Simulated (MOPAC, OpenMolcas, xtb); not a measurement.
**How methods differ on SiClF (SMILES F[Si]Cl)**

SiClF: 3 atoms, total charge 0, spin state singlet. As SMILES, `F[Si]Cl`. The coordinates come from a GFN2-xTB relaxation.

```tsv
atom	x (Å)	y (Å)	z (Å)
F	0.6436	-1.1709	0.2172
Si	-0.6313	-0.3464	-0.3797
Cl	-0.0122	1.5173	0.1626
```

Each level gives the dipole moment (D). The values are calculated.

| level | kind | program | value (D) | CPU time |
| --- | --- | --- | --- | --- |
| AM1 | semi-empirical | MOPAC | 1.39 | under 2 s |
| MNDO | semi-empirical | MOPAC | 3.69 | under 2 s |
| PM6 | semi-empirical | MOPAC | 2.68 | under 2 s |
| GFN0-xTB | semi-empirical | xtb | 1.98 | under 2 s |
| HF/STO-3G | Hartree–Fock | OpenMolcas | 2.86 | 1.8 s |
| HF/3-21G | Hartree–Fock | OpenMolcas | 2.44 | 1.9 s |
| HF/def2-SVP | Hartree–Fock | OpenMolcas | 1.43 | 2.7 s |
| SVWN5/cc-pVDZ | LDA | OpenMolcas | 0.98 | 6.9 s |
| PBE/pcseg-1 | GGA | OpenMolcas | 1.14 | 8.1 s |
| r2SCAN/def2-SVP | meta-GGA | OpenMolcas | 0.94 | 9.3 s |

The values span 0.94 to 3.69 D. Magnitudes only: a small dipole may point the other way at some levels. Sets without polarisation functions give poor dipoles. Without the sets that lack polarisation functions the rows with a basis span only 0.94 to 1.43 D. Times are those of the runs behind each value, whatever else they computed, on shared processors of several kinds: orders of magnitude only.
